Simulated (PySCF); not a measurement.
C₄H₆O₂.
SMILES with atom numbers: `[CH2:1]=[CH:2][C:3](=[O:4])[O:5][CH3:6]` (hydrogens: H7, H8 on C1; H9 on C2; H10, H11, H12 on C6)

Cartesian coordinates in Å at the GFN2-xTB level; atoms count from 1:
```xyz
12
C4H6O2 angstrom
C      2.4717   -0.3557    0.1806
C      1.2219   -0.7574    0.0022
C      0.0934    0.1944    0.0851
O      0.1842    1.3751    0.3102
O     -1.0755   -0.4326   -0.1249
C     -2.2384    0.3785   -0.0695
H      2.6818    0.6807    0.3905
H      3.3086   -1.0305    0.1246
H      0.9533   -1.7808   -0.2105
H     -2.3320    0.8415    0.9150
H     -2.1876    1.1677   -0.8227
H     -3.0801   -0.2814   -0.2626
```

Method used: TDDFT CAM-B3LYP/def2-SVPD, vertical, gas phase, core orbitals frozen in the response in PySCF.

Broadening: Gaussians 0.4 eV wide at half height, area fixed by f = 4.319×10⁻⁹ ∫ε dν̃. The width is an assumption, not a result. The curve ends short of the highest state used, and states not computed would add to its high-energy end.

E (eV), ε (L mol⁻¹ cm⁻¹) and a bar:
```
     4.52          0 
     4.60          0 
     4.68          0 
     4.76          0 
     4.84          1 
     4.92          2 
     5.00          4 
     5.08          5 
     5.16          5 
     5.24          4 
     5.32          2 
     5.40          1 
     5.48          1 
     5.56          0 
     5.64          0 
     5.72          0 
     5.80          2 
     5.88         16 
     5.96         87 
     6.04        371 #
     6.12       1277 ##
     6.20       3518 #####
     6.28       7761 ###########
     6.36      13717 ###################
     6.44      19429 ##########################
     6.52      22077 ##############################
     6.60      20229 ###########################
     6.68      15289 #####################
     6.76      10410 ##############
     6.84       8030 ###########
     6.92       8374 ###########
     7.00       9804 #############
     7.08      10289 ##############
     7.16       8897 ############
     7.23       6570 #########
     7.31       3790 #####
     7.39       1772 ##
     7.47        700 #
     7.55        289 
     7.63        252 
     7.71        525 #
     7.79       1240 ##
     7.87       2517 ###
     7.95       4159 ######
```

Question: Locate the maxima and give the states behind the curve.

Answer: 190 nm (6.53 eV), ε about 22000, made up of S2 (100%); 176 nm (7.06 eV), ε about 10000, made up of S3 (99%) (ε in L mol⁻¹ cm⁻¹; maxima over ε = 5, shares over 10%). At its high-energy end, 7.95 eV, the curve is still rising (ε about 4200, from S5 and S6). The states used: S1 5.12 eV (f 0.0001); S2 6.53 eV (f 0.327); S3 7.07 eV (f 0.151); S4 7.58 eV (f 0.0009); S5 8.08 eV (f 0.042); S6 8.10 eV (f 0.044); S7 8.13 eV (f 0.0022); S8 8.55 eV (f 0.020).

Question: What would ε be at 6.53 eV, the highest of these maxima, with half the width (0.2 eV)?

Answer: About 44000 L mol⁻¹ cm⁻¹ against 22100, a factor of about 1.99; a lone state at its own centre would give exactly 2.

Question: Coming from long wavelengths, where does ε first pass 100 L mol⁻¹ cm⁻¹?

Answer: At about 208 nm (5.97 eV), 0.84 eV above S1.

Question: On this curve, what absorbance would a 10⁻³ mol/L sample give at 248 nm over a 1 cm path?

Answer: 248 nm is 4.999 eV, where ε is about 3.6 L mol⁻¹ cm⁻¹, so A = ε c l ≈ 0.0036 (Beer–Lambert, with the gas-phase spectrum and the assumed width).

Hardware: one thread of an Arm Neoverse N1, on a shared host. Cost: 37 s wall.

One conformer stands for the species.
